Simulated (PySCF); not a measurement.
Numbering as in the mapped SMILES `[CH2:1]=[C:2]([CH3:3])/[CH:4]=[CH:5]\[CH3:6]`; H(Xn) means a hydrogen on atom n. Ha(C1) is cis to C3; Hb(C1) is trans to C3.

GIAO PBE0/pcSseg-1 shifts (PySCF, gas phase, non-relativistic, equivalent atoms averaged), each against references optimised in the same way as the molecule (TMS).

On the GFN2-xTB geometry: C2 151.6, C4 140.8, C5 132.3, C1 124.9, C3 25.4, C6 17.1, H(C4) 6.24, H(C5) 5.82, Ha(C1) 5.22, Hb(C1) 5.12, H(C3) 2.18, H(C6) 2.08 ppm.

What changes on the PBE0-D3(BJ)/def2-SVP geometry?

Results:


| atoms | δ (ppm) | change |
| --- | --- | --- |
| C2 | 151.4 | -0.2 |
| C4 | 141.3 | +0.5 |
| C5 | 132.2 | -0.1 |
| C1 | 125.8 | +0.9 |
| C3 | 24.8 | -0.6 |
| C6 | 16.4 | -0.7 |
| H(C4) | 6.05 | -0.19 |
| H(C5) | 5.56 | -0.26 |
| Ha(C1) | 5.15 | -0.07 |
| Hb(C1) | 5.09 | -0.03 |
| H(C3) | 2.07 | -0.11 |
| H(C6) | 1.96 | -0.12 |

Bonds between heavy atoms that differ most (equivalent bonds averaged): C1–C2 1.335 → 1.347 Å, C4–C5 1.335 → 1.347 Å, C2–C4 1.457 → 1.466 Å, C5–C6 1.496 → 1.499 Å, C2–C3 1.500 → 1.502 Å. Mean change of bonds to hydrogen: C–H +0.013 Å.
